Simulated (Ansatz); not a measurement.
Ideal-gas functions of ClF at 600 K and 1 bar, from an Ansatz frequency run at PBE0-D4/def2-TZVP.

Molar mass 54.45 g/mol, point group C∞v (symmetry number 1), electronic degeneracy 1, moments of inertia 32.449 u Å². Harmonic wavenumbers (cm⁻¹, unscaled): 824.

Use S(trans) = R[1.5 ln M + 2.5 ln T − 1.1517]; rotational temperatures θ = 24.2544 K / I; S(rot) = R[ln(T/σθ) + 1]; for each mode x = 1.438777 ν̃/T, S = R[x/(eˣ − 1) − ln(1 − e⁻ˣ)] and H = RT x/(eˣ − 1); 1 cm⁻¹ = 0.0119627 kJ/mol; R = 8.31446 J/(mol·K).

Q: By hand: the entropy, in J/(mol·K).

A: Translation 173.2. Rotation: θ = 0.7475 K, giving 63.9. Vibration, mode by mode: 3.88, in all 3.9. Electronic 0.0. Sum 241.0 J/(mol·K).

Q: By hand: H − E and G − E in kJ/mol, counted from the electronic energy.

A: Zero-point energy ½ × 824 × 0.0119627 = 4.9; thermal vibration 1.6; translation, rotation and pV give 3.5 RT = 17.5. H − E = 24.0 kJ/mol, and G − E = 24.0 − 600 × 241.0/1000 = -120.6 kJ/mol.

Vibration gives 2 % of the entropy.
